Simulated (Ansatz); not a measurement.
The input, for Ansatz 0.2.0:

```yaml
crystal:
  periodic: [false, false, false]
  atoms:
    - {symbol: As, position_ang: [0.000000, 0.000000, 0.000000]}
    - {symbol: H, position_ang: [0.000000, 0.000000, 1.260000]}
basis:
  gaussian: {orbitals: aug-cc-pVDZ}
total_charge: -1
magnetization: {spin_polarized: false, initial_magnetization: 1}
correlation: {method: fic_mrcisd_q, electrons: outside_noble_gas, active_space: {window: {electrons: 7, orbitals: 5}, shells: [{species: As, l: s, shell: 4}, {species: As, l: p, shell: 4}, {species: H, l: s, shell: 1}]}}
```

```sh
$ ansatz run in.yaml --threads 1 --pin off --events-out ev --progress --plain --max-ram 4096MiB --backend cpu
```

The program prints:

```
759 factors; integrals over basis functions are off by at most 1.6e-7 eV
mean field evaluation 1: about -60808.2933 eV, gradient 1.2e1 eV
mean field evaluation 2: about -60808.2935 eV, gradient 1.2e1 eV
mean field evaluation 4: about -60809.0602 eV, gradient 1.0e0 eV
mean field evaluation 8: about -60809.0696 eV, gradient 9.3e-4 eV
mean field evaluation 16: about -60809.0696 eV, gradient 3.2e-6 eV
mean field -60809.06961079 eV, -2234.6920903289 hartree, gradient 2.2e-6 eV, S^2 0.750000; 2 other end points of the search recorded, 0 dependent functions left out
reference -60809.06961079 eV, -2234.6920903289 hartree; 18, 17 occupied and 27, 28 virtual orbitals, 759 factors
state -60809.43266756 eV, -2234.7054324188 hartree
contracted CI cycle   1: correlation 0.00000000 eV, 0.0000000000 hartree, residual 1.21e1 eV
contracted CI cycle   2: correlation -2.86250027 eV, -0.1051949445 hartree, residual 2.45e0 eV
contracted CI cycle   3: correlation -2.98134233 eV, -0.1095623099 hartree, residual 5.98e-1 eV
contracted CI cycle   4: correlation -2.98980134 eV, -0.1098731728 hartree, residual 1.93e-1 eV
contracted CI cycle   5: correlation -2.99065241 eV, -0.1099044488 hartree, residual 5.82e-2 eV
contracted CI cycle   6: correlation -2.99073212 eV, -0.1099073782 hartree, residual 1.80e-2 eV
contracted CI cycle   7: correlation -2.99073982 eV, -0.1099076611 hartree, residual 5.64e-3 eV
contracted CI cycle   8: correlation -2.99074061 eV, -0.1099076901 hartree, residual 1.76e-3 eV
contracted CI cycle   9: correlation -2.99074068 eV, -0.1099076927 hartree, residual 5.23e-4 eV
state -60809.43266756 eV, -2234.7054324188 hartree; corrected -60812.65508001 eV, -2234.8238538922 hartree
Total energy: -60812.65508001 eV, -2234.8238538922 hartree
Checks for a lower state left out: starts, orbital_swaps
```

For the same geometry and basis full CI lies 10.8 meV lower.

Ran on 1 thread of AMD EPYC 7R13, shared host: 1.6 s wall, 0.33 GiB peak host memory.
